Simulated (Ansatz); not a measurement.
A made-up structure of C2H4Si, singlet:

```xyz
7
angstrom
C -1.5179 -1.2540 -0.6029
Si 0.9151 0.7007 0.2818
C -0.7353 -0.1816 0.3383
H -2.3755 -1.8723 -0.8100
H 0.9743 1.4934 -0.8949
H 1.0778 1.5343 1.4197
H 1.9541 -0.2668 0.2536
```

It is relaxed with PBE-D4/def2-SVP and then PBE0-D4/def2-TZVP (Ansatz 0.2.0). Atoms count as bonded within 1.22 times the sum of their covalent radii (H–H: 0.88 Å). The end point is not checked to be a true minimum.

(1) Does its bonding change? (Judge from chemistry; the calculation decides.)

## Answers

(1) By the calculation: No: no bond forms or breaks.

Where it ends: The first stage lowers the energy by 3.96 eV in 7 steps. It ends as C₂H₄Si (C#C[SiH3]):
C1  (-1.532, -1.094, -0.355)
Si2  (0.899, 0.630, 0.190)
C3  (-0.565, -0.407, -0.137)
H4  (-2.387, -1.701, -0.547)
H5  (1.068, 1.601, -0.917)
H6  (0.707, 1.359, 1.468)
H7  (2.101, -0.234, 0.284)
(Å)

For scale, one of the runs: PBE0-D4/def2-TZVP relaxation, 123 basis functions, launched by `ansatz run in.yaml --threads 2 --pin off --events-out ev --progress --plain --max-ram 4352MiB`. The run took about 9.5 s on 2 CPU threads of an Intel Xeon Platinum 8223CL (shared host).
